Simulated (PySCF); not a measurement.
**Continuum solvent and chemical shifts**

Cartesian coordinates in Å; atom numbers follow the order of the lines, from 1:
```xyz
8

C    -0.9620   -0.1436    0.1683
O    -0.1072   -0.0219   -0.8943
Si    1.6239    0.2295   -0.6088
H    -0.7113   -0.9998    0.8397
H    -2.0101   -0.3008   -0.1778
H    -0.9719    0.7550    0.8311
H     1.8069   -0.8746    0.5017
H     1.4854    1.3452    0.4964
```

Total charge -1.

GIAO PBE0/pcSseg-1 in PySCF 2.14.0 with density-fitted response routines on one PBE0-D3(BJ)/def2-SVP conformer, non-relativistic, equivalent nuclei averaged. Solvents enter as an IEF-PCM continuum (chloroform with ε = 4.7, dichloromethane with ε = 8.9) around the gas-phase geometry. Shifts are referred to TMS computed in the same medium.

Gas phase, δ in ppm: C1 67.3, Si3 7.8, H7/H8 5.16, H4/H5/H6 3.21. Dipole moment 4.31 D.

(1) How does each δ change in the continuum?

(2) Which nuclei move most (in ppm), and what does the model miss?

Answers

(1) 
| atoms | environment | Δδ, chloroform | Δδ, dichloromethane |
| --- | --- | --- | --- |
| C1 | methyl carbon bonded to O | +0.7 | +0.9 |
| Si3 | silicon bonded to O, 2 H | -1.9 | -2.2 |
| H7/H8 | hydrogen on a silicon bonded to O | -0.23 | -0.26 |
| H4/H5/H6 | hydrogen on a methyl carbon bonded to O | +0.13 | +0.15 |

Changes are relative to the gas phase. The dipole moment becomes 4.99 D in chloroform, 5.10 D in dichloromethane.

(2) Si3 (silicon bonded to O, 2 H, -2.2 ppm) in dichloromethane. A continuum only polarises the solute; specific hydrogen bonds, the anisotropy of aromatic solvents and changes of geometry or conformer are outside it, as are counter-ions.
